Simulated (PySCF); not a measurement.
Structure from NMR data

The spectra below were simulated for a compound C2H3F3.

¹H NMR (400 MHz, computed): δ 1.69 (q, J = 12.3 Hz, 3H).

¹³C{¹H} NMR (computed): δ 137.6 (C, q, J = 345.9 Hz), 22.5 (CH3, q, J = 34.2 Hz).

Rapidly exchanging positions averaged, one computed conformer, gas phase, non-relativistic Hamiltonian. GIAO B97-2/pcSseg-2 shieldings; PBE0-D3(BJ)/def2-TZVP geometry; B3LYP/pcJ-2 coupling constants; PySCF 2.14.

Chemical shifts δ = σref − σ; TMS for ¹H, ¹³C, all at this level.

Task: What is the structure?

Result: 
1. The formula gives 0 degrees of unsaturation.
2. 2 carbon signals for 2 carbons: no two carbons are equivalent.
3. Carbon types of the structure: 1 × C, 1 × CH3, which accounts for all hydrogens.
4. δC 137.6: CF3 carbon; 3 electronegative neighbours deshield it.
5. δC 22.5: methyl carbon; aliphatic region, no heteroatom directly attached.
6. δH 1.69: hydrogen on a methyl carbon.

The compound is `CC(F)(F)F`.

This is the structure that produced the data.

Common functionals overestimate the size of one-bond C–F couplings by tens of Hz; these are unscaled. Multiplet labels drop couplings under 1 Hz and merge nearly equal ones. Shifts are as computed. Against solution values, carbons near 30 ppm lie about +3 ppm off and those near 130 ppm about +7 ppm. Of 1211 compounds with measured shifts, 218 miss one by over three times the rms of a fit or turn the order of signals round; such compounds aren't used in these exercises.
